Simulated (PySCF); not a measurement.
Competing steps

Reactants: SiNH₅ ([NH2][SiH3]) + H₂O (brackets give SMILES or just the links). Saddle points were found for several chosen steps; others may exist. Gas-phase electronic energies, without zero-point energy, by CCSD(T) at an estimated basis limit (MP2 extrapolated from triple and quadruple zeta, plus CCSD(T) − MP2 in triple zeta); PySCF 2.14 with density fitting (its default auxiliary sets; JK sets also for MP2 and CCSD(T)), def2-TZVPP and QZVPP, frozen cores, on PBE0-D4/def2-TZVP structures. Extrapolation: Hartree–Fock as exp(−7.88 √X), correlation as X^−2.97. No counterpoise correction.

**Question.** Rank the steps by the energy of their saddle points, lowest first, and give each saddle's height above the lowest. (An estimate is asked for; the value comes from the calculation.)
A. four-centre ligand exchange, to SiNH₅O ([NH2][SiH2][OH]) + H₂ (breaks or loosens H–O, H–Si; forms H–H, O–Si)
B. four-centre ligand exchange, to SiH₄O ([OH][SiH3]) + NH₃ (breaks or loosens H–O, N–Si; forms H–N, O–Si)

**Answer.** By the calculation: B (0.00 kcal/mol), A (10.21 kcal/mol). Heights count from the lowest.

The lowest of these saddles lies at 21.77 kcal/mol relative to the separated reactants.

**Question.** Does the lowest of these saddles lead to the lowest end structure (the products still in contact)? (Judge from chemistry; the calculation decides.)

**Answer.** The calculation gives: No: the step over a higher saddle ends lower. Relative to the separated reactants, the ends lie at -12.14 (SiH₄O ([OH][SiH3]) + NH₃); -22.01 (SiNH₅O ([NH2][SiH2][OH]) + H₂) kcal/mol.

The T1 diagnostic stays at or below 0.012.

For scale, one of the runs: CCSD(T)/def2-TZVPP, 202 basis functions, launched by `OMP_NUM_THREADS=4 python run.py`. Hardware: 4 CPU threads of an Arm Neoverse V2, shared host. Wall time 5.9 min; peak host memory 2.5 GiB.
